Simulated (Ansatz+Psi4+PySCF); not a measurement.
The numbers below are computed, except where a source is named.
## Ansatz (development build ahead of 0.2.0) run

```yaml
crystal:
  periodic: [false, false, false]
  atoms:
    - { symbol: B, position_ang: [0.0, 0.0, 0.0] }
    - { symbol: "N", position_ang: [-0.0101, 0.7018, -1.1238] }
basis:
  gaussian: { orbitals: cc-pVTZ }
magnetization:
  initial_magnetization: 2
hamiltonian:
  xc: hf
correlation:
  method: mp2
  frozen_orbitals: { B: 1, "N": 1 }
scf:
  omitted_lower_state_checks: [stability, starts, atomic_configurations, cluster_reference, orbital_swaps, given_window_search, neighbouring_geometries, increment]
```

The input is written out in the form of the current development build from the run's settings. Correlation on restricted open-shell orbitals is semicanonical, with singles.

Results

- Converged: yes
- Reference energy: -79.01001 hartree
- Correlation energy: -0.22769 hartree
- Total energy: -79.23770 hartree
- Spin squared of the determinant: 2.000
- Occupied orbitals by symmetry in an Abelian subgroup (alpha; beta): 5 A1 1 B1 1 B2; 4 A1 1 B1

Caution: another spin multiplicity may lie lower.
